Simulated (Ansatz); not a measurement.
Geometry optimisation, Ansatz 0.2.0, RKS PBE/def2-SVP.

Input file:

```yaml
crystal:
  periodic: [false, false, false]
  atoms:
    - { symbol: B, position_ang: [0.0, 0.0, 0.0] }
    - { symbol: O, position_ang: [0.0, 0.0, 1.41] }
    - { symbol: H, position_ang: [-0.9095, -0.2814, 1.7471] }
    - { symbol: C, position_ang: [1.3856, 0.0, -0.8] }
    - { symbol: H, position_ang: [1.7152, -1.0462, -0.9702] }
    - { symbol: H, position_ang: [1.2491, 0.508, -1.7774] }
    - { symbol: H, position_ang: [2.1552, 0.5381, -0.2082] }
    - { symbol: H, position_ang: [-1.0305, 0.0, -0.595] }
basis:
  gaussian: { orbitals: def2-SVP }
hamiltonian:
  xc: pbe
relax:
  f_tol: 0.02
  max_steps: 40
```

Run as:

```bash
$ ansatz run input.yaml --threads 2 --pin off --max-ram 3072MiB --backend cpu --events-out ev --progress --plain --runs-dir out
```

Task: Where does it end, and by what steps?

Result: The forces met the threshold. After 6 steps the energy has fallen by 0.176 eV; H8 moved furthest, 0.40 Å.

| step | energy less start (eV) | largest force component (eV/Å) | accepted |
| --- | --- | --- | --- |
| 0 | 0.0000 | 1.321 | yes |
| 1 | -0.0086 | 2.806 | yes |
| 2 | -0.0836 | 2.180 | yes |
| 3 | -0.1608 | 0.508 | yes |
| 4 | -0.1619 | 0.240 | yes |
| 5 | -0.1750 | 0.205 | yes |
| 6 | -0.1764 | 0.009 | yes |

```xyz
8
Properties=species:S:1:pos:R:3
B 0.015 -0.106 0.011
O -0.016 0.111 1.358
H -0.911 0.003 1.726
C 1.376 0.014 -0.759
H 1.620 -0.959 -1.240
H 1.280 0.735 -1.600
H 2.228 0.318 -0.120
H -1.027 -0.397 -0.569
```

Whether the end is a true minimum wasn't checked by a vibrational analysis.

The run took 6.7 s on 2 threads of Arm Neoverse V1, with other jobs on the host, peak memory 0.13 GiB.
